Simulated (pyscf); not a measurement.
Optimised with ωB97X-D3(BJ)/def2-SVP in PySCF.

### Question
For the elementary gas-phase step H₃C–AlH₂ (SMILES [CH3][AlH2]) + H₂C=CH–CH₃ (SMILES C=CC) → H₃C–CH₂–CH₂–AlH–CH₃ (SMILES CC[CH2][AlH][CH3]) (singlet surface; Al–H broken, C–H, Al–C formed), what barrier and reaction energy does B3LYP-D3(BJ)/def2-TZVP give, measured from the separated reactants?

### Answer
ΔE‡ = 0.00 eV, ΔE = -1.20 eV. ωB97M-D3(BJ)/def2-TZVP gives -0.01 eV and -1.29 eV. Zero-point energy shifts the barrier by +0.10 eV. It is an addition across a multiple bond or ene-type step, with an imaginary mode of 730i cm⁻¹. On the reactant side the descent ends in a bound adduct, 0.66 eV under the separated species and 0.54 eV under the saddle at ωB97X-D3(BJ)/def2-TZVP. At the saddle there is also a short Al–C contact that neither side keeps. At ωB97X-D3(BJ) the barrier from the zero used here is -0.12 eV. H₃C–CH₂–CH₂–AlH–CH₃ lies 0.43 eV over its isomer H₃C–CH₂–Al(CH₃)–CH₃, and others may lie lower still (electronic energy, ωB97M-D3(BJ)). One saddle was located; it need not be the lowest between these sides.
